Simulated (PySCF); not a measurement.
# 3C-SiC, bulk modulus

Reference value: 229 GPa (measured, 0 K value with the zero-point phonon effect removed; as tabulated in Mejia-Rodriguez and Trickey (2018), arXiv:1807.09216).

Q: Put these levels in order of the bulk modulus that they give for 3C-SiC, smallest first: Hartree–Fock (PySCF), MP2 (PySCF), PBE (PySCF).

A: PBE (212 GPa), MP2 (230 GPa), Hartree–Fock (242 GPa)

Unless a cell is named, each level is at its own relaxed cell (PBE 10.42, Hartree–Fock 10.29, MP2 10.17 Å³/atom).

Errors against the reference: PBE -7.4 %, Hartree–Fock +5.7 %, MP2 +0.4 %.

A ± on a computed value is a rough bar: the spread of its extrapolation, a floor set from checks against published values, or a statistical error. Each level is taken at its own relaxed cell.

Differences are worked out from the printed values.
